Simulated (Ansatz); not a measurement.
System: α-phase S. Method: r²SCAN-D4 in Ansatz (plane waves, PAW).

Numerical settings: plane-wave cutoff 500 eV, 6×6×6 k mesh, gaussian smearing 0.02 eV, scalar-relativistic PAW data made under PBE.

Cell (relaxed at this level):

Space group Fddd, origin choice 1 (No. 70); a = 10.442 Å, b = 12.787 Å, c = 24.552 Å, α = β = γ = 90.00°

```
atom  site  symmetry       x       y       z
----  ----  --------  ------  ------  ------
S      32h         1  0.0197  0.4215  0.0752
S      32h         1  0.3322  0.1078  0.1282
S      32h         1  0.0913  0.1575  0.2992
S      32h         1  0.0889  0.0345  0.2454
```
(The calculation used a cell of 32 atoms; values per cell refer to that cell.)

Give the computed band gap.


- band gap: 2.30 eV (on the SCF k mesh)

Note: the relaxation could not lower the start's symmetry, so the cell can be a saddle point above a distorted one.

Static lattice: no zero-point or thermal effects.

Ansatz is a first-principles code.
